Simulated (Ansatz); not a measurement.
**H3O+ (oxonium) at 6 levels**

Wanted: a comparison of 6 runs (HF/6-31G, UHF/6-31G, CAM-B3LYP/3-21G, PBE0/6-31G, wB97X/6-31G, UMP2/3-21G) of H3O+ (oxonium). 

The results are computed with Ansatz 0.2.0.

## (1) The structure to begin with

The species is H3O+ (4 atoms), meant as a singlet with charge +1. SMILES: `[OH3+]`. The H4–O1 distance was set to 1.967 Å, away from the relaxed value. At this shape a bond of the SMILES string is far longer than usual.

Bond lengths: O1–H2 0.983 Å, O1–H3 0.983 Å. Angles: H2–O1–H3 112.0°.

## (2) The energy at HF/6-31G (run 1)

Contents of job.yaml:

```yaml
crystal:
  periodic: [false, false, false]
  atoms:
    - symbol: O
      position_ang: [0.388965, 0.369749, -0.919897]
    - symbol: H
      position_ang: [0.407145, 1.350209, -0.846527]
    - symbol: H
      position_ang: [-0.220495, 0.064149, -1.628677]
    - symbol: H
      position_ang: [0.003130, -0.491800, 0.806120]
basis:
  gaussian: {orbitals: 6-31G}
total_charge: 1
hamiltonian: {xc: hf}
accuracy: high
```

Run with:

```sh
$ ansatz run job.yaml --threads 1 --pin off --max-ram 2610MiB --events-out events.jsonl --progress --plain --runs-dir runs
```

Standard output:

```text
Warning: RAYON_NUM_THREADS=1 ignored (pool sized by the plan → 1); use --threads N
Functional definition: HF
  name "HF"
  exchange = exact_x
  correlation = 0
283 factors; integrals over basis functions are off by at most 7.0e-9 eV
mean field evaluation 1: about -2062.3504 eV, gradient 6.6e1 eV
mean field evaluation 2: about -2062.3539 eV, gradient 6.6e1 eV
mean field evaluation 4: about -2070.5636 eV, gradient 2.4e0 eV
mean field evaluation 8: about -2070.5881 eV, gradient 1.2e-3 eV
mean field -2070.58809211 eV, -76.0927088899 hartree, gradient 1.7e-8 eV, S^2 0.000000; 0 other end points of the search recorded, 0 dependent functions left out
reference -2070.58809211 eV, -76.0927088899 hartree; 5, 5 occupied and 10, 10 virtual orbitals, 283 factors
Total energy: -2070.58809211 eV, -76.0927088899 hartree
```

Wall time 0.04 s (1 thread of AMD EPYC 9R45 (Zen 5), shared host).

## (3) A single-point energy at UHF/6-31G (run 2)

Contents of run.yaml:

```yaml
crystal:
  periodic: [false, false, false]
  atoms:
    - {symbol: O, position_ang: [0.388965, 0.369749, -0.919897]}
    - {symbol: H, position_ang: [0.407145, 1.350209, -0.846527]}
    - {symbol: H, position_ang: [-0.220495, 0.064149, -1.628677]}
    - {symbol: H, position_ang: [0.003130, -0.491800, 0.806120]}
basis:
  gaussian:
    orbitals: 6-31G
total_charge: 1
magnetization:
  spin_polarized: true
hamiltonian:
  xc: hf
accuracy: high
```

Run with:

```sh
$ ansatz run run.yaml --threads 1 --pin off --max-ram 2610MiB --events-out events.jsonl --progress --plain --runs-dir runs
```

Standard output:

```text
Warning: RAYON_NUM_THREADS=1 ignored (pool sized by the plan → 1); use --threads N
[... 4 set-up lines as earlier in the session ...]
283 factors; integrals over basis functions are off by at most 7.0e-9 eV
mean field evaluation 1: about -2062.3504 eV, gradient 4.7e1 eV
mean field evaluation 2: about -2062.3539 eV, gradient 4.7e1 eV
mean field evaluation 4: about -2070.5636 eV, gradient 1.7e0 eV
mean field evaluation 8: about -2070.5881 eV, gradient 9.6e-4 eV
mean field evaluation 16: about -2070.6488 eV, gradient 1.5e0 eV
mean field evaluation 32: about -2070.7425 eV, gradient 1.2e0 eV
mean field evaluation 64: about -2068.9523 eV, gradient 2.7e-1 eV
mean field evaluation 96: about -2063.5928 eV, gradient 2.6e1 eV
mean field evaluation 128: about -2070.5881 eV, gradient 7.1e-5 eV
mean field -2070.82373927 eV, -76.1013687635 hartree, gradient 1.8e-8 eV, S^2 0.590773; 3 other end points of the search recorded, 0 dependent functions left out
reference -2070.82373927 eV, -76.1013687635 hartree; 5, 5 occupied and 10, 10 virtual orbitals, 283 factors
Total energy: -2070.82373927 eV, -76.1013687635 hartree
```

Run time: 0.06 s. Hardware: 1 thread of AMD EPYC 9R45 (Zen 5), shared host.

Run 3 isn't shown in full; the table further down has it.

## (4) The energy at PBE0/6-31G (run 4)

Contents of input.yaml:

```yaml
crystal:
  periodic: [false, false, false]
  atoms:
    - {symbol: O, position_ang: [0.388965, 0.369749, -0.919897]}
    - {symbol: H, position_ang: [0.407145, 1.350209, -0.846527]}
    - {symbol: H, position_ang: [-0.220495, 0.064149, -1.628677]}
    - {symbol: H, position_ang: [0.003130, -0.491800, 0.806120]}
basis:
  gaussian:
    orbitals: 6-31G
accuracy: high
hamiltonian:
  xc: {name: PBE0}
total_charge: 1
```

Run with:

```sh
$ ansatz run input.yaml --threads 1 --pin off --max-ram 2610MiB --events-out events.jsonl --progress --plain --runs-dir runs
```

Standard output:

```text
Warning: RAYON_NUM_THREADS=1 ignored (pool sized by the plan → 1); use --threads N
Functional definition: PBE0
  name "PBE0"
  parameter a = 0.25
  parameter kappa = 0.804
  parameter beta = 0.06672455060314922
  exchange = (1 - a)*pbe_x(kappa = kappa, mu = beta*pi^2/3) + a*exact_x
  correlation = pbe_c(beta = beta)
283 factors; integrals over basis functions are off by at most 7.0e-9 eV
mean field evaluation 1: about -2062.6758 eV, gradient 9.5e1 eV
mean field evaluation 2: about -2014.2122 eV, gradient 1.4e2 eV
mean field evaluation 4: about -2079.5653 eV, gradient 1.2e1 eV
mean field evaluation 8: about -2079.8758 eV, gradient 7.8e-2 eV
mean field evaluation 16: about -2079.8759 eV, gradient 4.5e-6 eV
mean field -2079.87586154 eV, -76.4340281209 hartree, gradient 9.7e-9 eV, S^2 0.000000; 0 other end points of the search recorded, 0 dependent functions left out
reference -2079.87586273 eV, -76.4340281649 hartree; 5, 5 occupied and 10, 10 virtual orbitals, 283 factors
Total energy: -2079.87586273 eV, -76.4340281649 hartree
```

It took 0.2 s on 1 thread of AMD EPYC 9R45 (Zen 5), shared host.

Run 5 isn't shown in full; the table further down has it.

## (5) The energy at UMP2/3-21G (run 6)

Contents of molecule.yaml:

```yaml
crystal:
  periodic: [false, false, false]
  atoms:
    - {symbol: O, position_ang: [0.388965, 0.369749, -0.919897]}
    - {symbol: H, position_ang: [0.407145, 1.350209, -0.846527]}
    - {symbol: H, position_ang: [-0.220495, 0.064149, -1.628677]}
    - {symbol: H, position_ang: [0.003130, -0.491800, 0.806120]}
basis:
  gaussian:
    orbitals: 3-21G.json
total_charge: 1
magnetization:
  spin_polarized: true
  initial_magnetization: 0
correlation:
  method: mp2
  frozen_orbitals: {H: 0, O: 1}
accuracy: high
```

The basis set 3-21G is read from a file made from the Basis Set Exchange's data (not shown).

Run with:

```sh
$ ansatz run molecule.yaml --threads 1 --pin off --max-ram 2610MiB --events-out events.jsonl --progress --plain --runs-dir runs
```

Standard output (excerpt; [...] marks lines left out):

```text
Warning: RAYON_NUM_THREADS=1 ignored (pool sized by the plan → 1); use --threads N
[... 2 set-up lines as earlier in the session ...]
[...]
228 factors; integrals over basis functions are off by at most 3.3e-9 eV
[...]
mean field -2060.35873409 eV, -75.7167869164 hartree, gradient 2.9e-8 eV, S^2 0.655396; 9 other end points of the search recorded, 0 dependent functions left out
1 core orbitals not correlated: weight in the atoms' cores, before any rotation towards them, 1.000 or more for the frozen orbitals, at most 0.000 for the correlated occupied ones
reference -2060.35873409 eV, -75.7167869164 hartree; 4, 4 occupied and 10, 10 virtual orbitals, 228 factors
second order -3.07359252 eV of doubles, -0.00000000 eV of singles
Total energy: -2063.43232661 eV, -75.8297393581 hartree
```

It took 0.06 s on 1 thread of AMD EPYC 9R45 (Zen 5), shared host.

## (6) Overview of the runs

| run | level | frozen core orbitals | energy (Eh) | wall time |
| --- | --- | --- | --- | --- |
| 1 | HF/6-31G | – | -76.092709 | 0.04 s |
| 2 | UHF/6-31G | – | -76.101369 | 0.06 s |
| 3 | CAM-B3LYP/3-21G | – | -76.087647 | 0.22 s |
| 4 | PBE0/6-31G | – | -76.434028 | 0.2 s |
| 5 | wB97X/6-31G | – | -76.493086 | 0.78 s |
| 6 | UMP2/3-21G | 1 | -75.829739 | 0.06 s |

## (7) Summary of results

| quantity | value |
| --- | --- |
| run 6: total energy | -75.82974 Eh |
| run 6: correlation energy (1 core orbital frozen) | -113.0 mEh |
| run 6: ⟨S²⟩ of the reference determinant | 0.655 |

Totals of different functionals can't be ranked against each other. Spin contamination of the reference: run 6 ⟨S²⟩ = 0.66, run 2 ⟨S²⟩ = 0.59. Where it is this large, the reference is a mixture of spin states, and values that rest on it are in doubt. All runs together took 1.4 s, the longest 0.78 s.
